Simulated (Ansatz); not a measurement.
# [H···H···OH], doublet: transfer scan

Starting geometry:

```xyz
4

H    -2.0456    0.0498    0.0000
H    -1.3006    0.0498    0.0000
O     0.1834    0.0498    0.0000
H     0.4352   -0.8901    0.0000
```

From there H2 is moved from one fragment to the other while all else, the fragments' distance too, stays fixed, so the hump isn't the reaction's barrier; atoms are numbered as listed. Energies are in kJ/mol, counted from the starting geometry at the same level. Kohn–Sham curves are unrestricted where that lies lower.

Basis cc-pVDZ; Ansatz 0.2.0. Correlated methods freeze the noble-gas cores. R marks a restricted (for open shells ROHF) determinant, U an unrestricted one.

In so small a basis the reference is far from its limit while semilocal and hybrid functionals are nearer theirs (RPA and double hybrids share much of the reference's basis error), so the functionals' errors here hold much of the reference's basis and frozen-core error, which can add to them or hide them.

Full CI isn't at hand for all of this; UCCSDTQ serves as the reference, and is uncertain by about the last step of the cluster series.

```json
{"distance H1-H2 (Å)": "0.745", "UCCSDTQ": "0.0", "PBE": "0.0", "r2SCAN": "0.0", "PBE0": "0.0", "B3LYP": "0.0", "wB97M-V": "0.0", "B2PLYP": "0.0", "RPA-PBE": "0.0"}
{"distance H1-H2 (Å)": "0.816", "UCCSDTQ": "1.1", "PBE": "-10.8", "r2SCAN": "-6.2", "PBE0": "-5.0", "B3LYP": "-4.9", "wB97M-V": "-2.8", "B2PLYP": "-1.6", "RPA-PBE": "-2.0"}
{"distance H1-H2 (Å)": "0.957", "UCCSDTQ": "7.5", "PBE": "-20.5", "r2SCAN": "-10.3", "PBE0": "-6.5", "B3LYP": "-5.3", "wB97M-V": "-1.6", "B2PLYP": "0.4", "RPA-PBE": "1.8"}
{"distance H1-H2 (Å)": "1.098", "UCCSDTQ": "-17.3", "PBE": "-39.0", "r2SCAN": "-30.8", "PBE0": "-27.3", "B3LYP": "-21.5", "wB97M-V": "-22.7", "B2PLYP": "-22.8", "RPA-PBE": "-13.4"}
{"distance H1-H2 (Å)": "1.239", "UCCSDTQ": "-50.0", "PBE": "-53.4", "r2SCAN": "-50.1", "PBE0": "-52.0", "B3LYP": "-40.1", "wB97M-V": "-48.3", "B2PLYP": "-50.0", "RPA-PBE": "-34.7"}
```

(1) Judged by the spread of the error over the points with a reference (largest less smallest), which of these follows UCCSDTQ best and which worst?

Results:

(1) Subtracting the UCCSDTQ column from each: best B2PLYP (errors from -7.1 to 0.0, spread 7.1 kJ/mol), worst PBE (from -28.0 to 0.0, spread 28.0 kJ/mol). Functionals and wave-function methods converge differently with the basis, so part of this is basis effect.
